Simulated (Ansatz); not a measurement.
PbO (Pbcm, No. 57)

All values below come from rVV10 (Ansatz, a quantum-chemistry and plane-wave program, plane waves, PAW).

Settings: plane-wave cutoff 520 eV, 8×6×6 k mesh (along the axes of the cell as run), Fermi–Dirac smearing 0.01 eV, scalar-relativistic PAW data made under PBE.

Cell (relaxed at this level):

```xyz
8
Lattice="4.8523 0.0000 0.0000 0.0000 5.5649 0.0000 0.0000 0.0000 5.9169" Properties=species:S:1:pos:R:3 pbc="T T T"
Pb     1.2131     5.5115     1.3764
Pb     3.6393     0.0534     4.5404
Pb     3.6393     2.8359     1.3764
Pb     1.2131     2.7290     4.5404
O      1.2131     0.4813     5.0728
O      3.6393     5.0836     0.8441
O      3.6393     2.3011     5.0728
O      1.2131     3.2638     0.8441
```

```yaml
bulk_modulus: 25.2 GPa
band_gap: 1.91 eV
smallest_direct_gap_on_the_k_points_sampled: 2.11 eV
"Γ–Γ gap": 3.43 eV
```

Note: the bulk modulus comes from volumes at which shape and atoms were relaxed.

Spin–orbit coupling is not included; with these elements it can move the gap by several tenths of an eV or more.
